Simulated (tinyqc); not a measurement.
Stretching all distances: RHF, UHF, MP2, CISD and CCSD against full CI in the sto-6g basis, for H2F+, spin multiplicity 1. Computed by the program tinyqc with PySCF. All coordinates are multiplied by the scale. c0^2 is the weight of the RHF determinant in the lowest singlet FCI state (UHF is spin-contaminated and may lie near states of higher spin) and n(LUMO) the first natural occupation beyond the occupied space.

Geometry (angstrom):

| atom | x | y | z |
|---|---|---|---|
| F | 0.0000 | 0.0000 | 0.0000 |
| H | 0.0000 | 0.7930 | 0.3980 |
| H | 0.0000 | -0.7930 | 0.3980 |

Full CI energy (hartree) and errors against it (kcal/mol):

| scale | distance 1-2 (angstrom) | E(FCI) | RHF | UHF | MP2 | CISD | CCSD | <S^2> UHF | c0^2 | n(LUMO) |
|---|---|---|---|---|---|---|---|---|---|---|
| 0.950 | 0.843 | -99.76646 | 18.307 | 18.307 | 4.171 | 0.173 | 0.112 | 0.000 | 0.988 | 0.012 |
| 1.120 | 0.994 | -99.82241 | 25.530 | 25.530 | 6.488 | 0.385 | 0.252 | 0.000 | 0.978 | 0.022 |
| 1.280 | 1.136 | -99.79426 | 34.224 | 34.224 | 9.446 | 0.765 | 0.517 | 0.000 | 0.961 | 0.036 |
| 1.450 | 1.287 | -99.73377 | 45.716 | 45.716 | 13.515 | 1.458 | 1.037 | 0.000 | 0.931 | 0.059 |
| 1.620 | 1.437 | -99.66650 | 59.479 | 57.041 | 18.482 | 2.504 | 1.880 | 0.383 | 0.882 | 0.098 |
| 1.790 | 1.588 | -99.60395 | 75.064 | 51.364 | 24.143 | 3.828 | 3.008 | 0.969 | 0.811 | 0.152 |
| 2.120 | 1.881 | -99.51065 | 106.537 | 29.300 | 36.810 | 5.582 | 4.752 | 1.294 | 0.588 | 0.291 |

Estimate the missing row, scale = 1.95.

Computed row:
```
scale  distance 1-2 (angstrom)     E(FCI)     RHF     UHF     MP2   CISD   CCSD  <S^2> UHF   c0^2  n(LUMO)
1.950                    1.730  -99.55373  90.557  40.267  29.990  5.043  4.095      1.189  0.718    0.215
```

UHF parts from RHF first at scale 1.62 of those listed, where <S^2> leaves zero. The weight c0^2 goes from 0.99 to 0.59 and n(LUMO) from 0.01 to 0.29: static correlation grows as the bonds break into open-shell fragments. The spread of the error along the curve, which distorts its shape, is CCSD 4.6, CISD 5.4, MP2 32.6, UHF 38.7, RHF 88.2 kcal/mol.
